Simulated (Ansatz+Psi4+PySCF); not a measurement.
Results of a calculation; reference values are marked as such.
## Ansatz (development build ahead of 0.2.0) run

```yaml
crystal:
  periodic: [false, false, false]
  atoms:
    - { symbol: H, position_ang: [0.0003, -0.0008, -0.0009] }
    - { symbol: C, position_ang: [-0.283, 0.6417, 0.7915] }
    - { symbol: C, position_ang: [-0.6054, 1.3728, 1.6932] }
    - { symbol: F, position_ang: [-0.9476, 2.1491, 2.6506] }
basis:
  gaussian: { orbitals: cc-pVTZ }
hamiltonian:
  xc: hf
correlation:
  method: mp2
  frozen_orbitals: { C: 1, F: 1, H: 0 }
scf:
  omitted_lower_state_checks: [stability, starts, atomic_configurations, cluster_reference, orbital_swaps, given_window_search, neighbouring_geometries, increment]
```

The input is written out in the form of the current development build from the run's settings.

Results

```json
{"Converged": "yes", "Reference energy": "-175.71169 hartree", "Correlation energy": "-0.55189 hartree", "Total energy": "-176.26358 hartree", "Spin squared of the determinant": "0.000"}
```
